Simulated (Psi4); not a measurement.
# USCAN/cc-pVTZ (sweep point 3) run of SiH2Cl (chlorosilyl radical)

What is the energy change on altering one bond length of SiH2Cl (chlorosilyl radical) at USCAN/cc-pVTZ (sweep point 3)? 

The calculation is run with Psi4 1.11.

### 1 The molecule

SiH2Cl: 4 atoms, total charge 0, spin state doublet. As SMILES, `[SiH2]Cl`. The shape is that of a GFN2-xTB optimisation.

Bond lengths: Si1–Cl2 2.022 Å, Si1–H3 1.451 Å, Si1–H4 1.451 Å. Angles: Cl2–Si1–H3 110.3°, Cl2–Si1–H4 110.2°, H3–Si1–H4 114.9°.

### 2 A single-point energy at USCAN/cc-pVTZ (sweep point 3)

Contents of job.in:

```
memory 1600 MB

molecule m {
  0 2
  Si    -0.283580     0.237700     0.131590
  Cl     1.597690    -0.059610     0.811090
  H     -1.065000    -0.978280     0.263310
  H     -0.249110     0.800200    -1.205980
  symmetry c1
}

set basis cc-pVTZ
set reference uks
set puream true
set scf_type pk
set dft_radial_points 99
set dft_spherical_points 590
set maxiter 150

energy("scan")
```

On the command line:

```bash
$ psi4 -i job.in -o job.out -n 1
```

job.out:

```text
[...]
  Running in c1 symmetry.
[...]
  Nuclear repulsion =   78.978688451799243
[...]
  Multiplicity = 2
[...]
  Nalpha       = 17
  Nbeta        = 16
[...]
    Number of basis functions: 96
[...]
   @UKS iter   1:  -750.91378138609730   -1.45873e-01   3.58009e-03 ADIIS/DIIS
[...]
   @UKS iter   8:  -750.96768834059878   -1.72579e-08   7.81531e-07 DIIS
[...]
   @S^2 Observed:                7.535535058E-01
[...]
    Orbital Energies [Eh]
    ---------------------
    Alpha Occupied:
       1A   -101.256603     2A    -65.894454     3A     -9.380459
       4A     -7.124066     5A     -7.119727     6A     -7.118520
       7A     -5.244136     8A     -3.590240     9A     -3.588086
      10A     -3.584666    11A     -0.805670    12A     -0.515555
      13A     -0.379826    14A     -0.371998    15A     -0.334436
      16A     -0.303290    17A     -0.201119
    Alpha Virtual:
      18A     -0.022929    19A      0.022879    20A      0.032116
      21A      0.125380    22A      0.157687    23A      0.161141
      24A      0.188304    25A      0.198463    26A      0.224875
[...]
  @UKS Final Energy:  -750.96768834059878
   => Energetics <=
    Nuclear Repulsion Energy =             78.9786884517992434
    One-Electron Energy =               -1194.8971306758571700
    Two-Electron Energy =                 414.9341670359809200
    DFT Exchange-Correlation Energy =     -49.9834131525216065
    Empirical Dispersion Energy =           0.0000000000000000
    VV10 Nonlocal Energy =                  0.0000000000000000
    Total Energy =                       -750.9676883405987837
[...]
 Multipole Moments:
 ------------------------------------------------------------------------------------
     Multipole            Electronic (a.u.)      Nuclear  (a.u.)        Total (a.u.)
 ------------------------------------------------------------------------------------
 L = 1.  Multiply by 2.5417464519 to convert [e a0] to [Debye]
 Dipole X            :          3.0620943           -3.4048088           -0.3427146
 Dipole Y            :          0.1767640           -0.1734506            0.0033134
 Dipole Z            :          1.9088167           -2.0930649           -0.1842482
 Magnitude           :                                                    0.3891165
[...]
```

Run time: 19 s. Hardware: 1 thread of Intel Xeon 6975P-C (Granite Rapids), shared host; peak memory 1.1 GiB.

### 3 The distorted shape at the same level

Contents of input.dat:

```
memory 1600 MB

molecule system {
  0 2
  Si    -0.290473     0.125212     0.399074
  Cl     1.590797    -0.172098     1.078574
  H     -1.071893    -1.090768     0.530794
  H     -0.249110     0.800200    -1.205980
  symmetry c1
}

set reference uks
set puream true
set scf_type pk
set dft_radial_points 99
set dft_spherical_points 590
set maxiter 150

result = energy("scan/cc-pVTZ")
```

On the command line:

```bash
$ psi4 input.dat output.dat -n 1
```

output.dat:

```text
[...]
  Running in c1 symmetry.
[...]
  Nuclear repulsion =   77.881143502080093
[...]
  Multiplicity = 2
[...]
  Nalpha       = 17
  Nbeta        = 16
[...]
    Number of basis functions: 96
[...]
   @UKS iter   1:  -750.90529941267505   -1.92246e-01   3.43917e-03 DIIS/ADIIS
[...]
   @UKS iter   8:  -750.95347080284773   -6.65602e-08   9.40261e-07 DIIS
[...]
   @S^2 Observed:                7.534423009E-01
[...]
    Orbital Energies [Eh]
    ---------------------
    Alpha Occupied:
       1A   -101.261387     2A    -65.912259     3A     -9.385114
       4A     -7.128775     5A     -7.124358     6A     -7.123183
       7A     -5.257481     8A     -3.603586     9A     -3.601560
      10A     -3.598465    11A     -0.809708    12A     -0.506884
      13A     -0.382771    14A     -0.355910    15A     -0.337946
      16A     -0.299868    17A     -0.204861
    Alpha Virtual:
      18A     -0.027758    19A     -0.019858    20A      0.028183
      21A      0.127772    22A      0.155738    23A      0.158253
      24A      0.185565    25A      0.196810    26A      0.226618
[...]
  @UKS Final Energy:  -750.95347080284773
   => Energetics <=
    Nuclear Repulsion Energy =             77.8811435020800928
    One-Electron Energy =               -1192.5571984475550380
    Two-Electron Energy =                 413.6426507063595750
    DFT Exchange-Correlation Energy =     -49.9200665637322558
    Empirical Dispersion Energy =           0.0000000000000000
    VV10 Nonlocal Energy =                  0.0000000000000000
    Total Energy =                       -750.9534708028477326
[...]
 Multipole Moments:
 ------------------------------------------------------------------------------------
     Multipole            Electronic (a.u.)      Nuclear  (a.u.)        Total (a.u.)
 ------------------------------------------------------------------------------------
 L = 1.  Multiply by 2.5417464519 to convert [e a0] to [Debye]
 Dipole X            :          3.0828781           -3.3984518           -0.3155737
 Dipole Y            :         -0.0063928           -0.0697091           -0.0761019
 Dipole Z            :          2.3028221           -2.3397508           -0.0369287
 Magnitude           :                                                    0.3267139
[...]
```

Run time: 20 s. Hardware: 1 thread of Intel Xeon 6975P-C (Granite Rapids), shared host; peak memory 1 GiB.

### 4 Summary of results

At USCAN/cc-pVTZ (sweep point 3):

| quantity | value |
| --- | --- |
| first shape: total energy | -750.96769 Eh |
| first shape: dipole moment | 0.99 D |
| first shape: HOMO energy (highest over α and β) | -5.47 eV |
| first shape: LUMO energy (lowest over α and β) | -2.98 eV |
| first shape: ⟨S²⟩ | 0.754 |
| distorted shape: total energy | -750.95347 Eh |
| distorted shape: dipole moment | 0.83 D |
| distorted shape: HOMO energy (highest over α and β) | -5.57 eV |
| distorted shape: LUMO energy (lowest over α and β) | -3.15 eV |
| distorted shape: ⟨S²⟩ | 0.753 |
| energy change with the Si1–H4 bond stretched from 1.451 to 1.742 Å | 0.387 eV |

**Reading.** With the Si1–H4 bond stretched from 1.451 to 1.742 Å the energy rises by 0.39 eV (8.9 kcal/mol). The first shape isn't relaxed at this level, so the change isn't measured from a minimum.
